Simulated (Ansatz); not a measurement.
in.yaml

```yaml
crystal:
  periodic: [false, false, false]
  atoms:
    - {symbol: Si, position_ang: [0.000000, -0.002892, 0.475432]}
    - {symbol: C, position_ang: [0.000000, -0.002892, -1.344824]}
    - {symbol: H, position_ang: [0.000000, 1.330407, 1.432090]}
    - {symbol: H, position_ang: [0.000000, -1.215381, 1.345408]}
basis:
  gaussian: {orbitals: cc-pVDZ}
magnetization: {spin_polarized: false, initial_magnetization: 2}
correlation: {active_space: {ras: {orbitals: [4, 2, 30], electrons: 10, max_holes: 2, max_particles: 2}, fixed_orbitals: true}}
```

```sh
$ ansatz run in.yaml --threads 1 --pin off --events-out ev --progress --plain --max-ram 2393MiB
```

Output:

```
403 factors; integrals over basis functions are off by at most 1.3e-3 eV
mean field evaluation 1: about -8917.6545 eV, gradient 1.2e1 eV
mean field evaluation 2: about -8917.6563 eV, gradient 1.2e1 eV
mean field evaluation 4: about -8918.6238 eV, gradient 2.7e0 eV
mean field evaluation 8: about -8918.6655 eV, gradient 2.4e-1 eV
mean field evaluation 16: about -8915.0596 eV, gradient 1.6e0 eV
mean field evaluation 32: about -8918.2573 eV, gradient 8.7e-1 eV
mean field evaluation 64: about -8915.0596 eV, gradient 1.6e0 eV
mean field -8918.66705237 eV, -327.7549688848 hartree, gradient 6.9e-6 eV, S^2 2.000000; 9 other end points of the search recorded, 0 dependent functions left out
reference -8918.66705237 eV, -327.7549688848 hartree; 12, 10 occupied and 30, 32 virtual orbitals, 403 factors
state -8924.10856548 eV, -327.9549408035 hartree
Total energy: -8924.10856548 eV, -327.9549408035 hartree
```

Natural occupations: 1.9717 1.9628 1.9602 1.9436 0.9903 0.9831 0.0383 0.0331 0.0219 0.0164 0.0095 0.0075 0.0074 0.0072 0.0064 0.0056 0.0047 0.0044 0.0037 0.0036 0.0032 0.0029 0.0022 0.0022.

Ran on 1 thread of Arm Neoverse N1, shared host: 3.6 s wall, 0.1 GiB peak host memory.
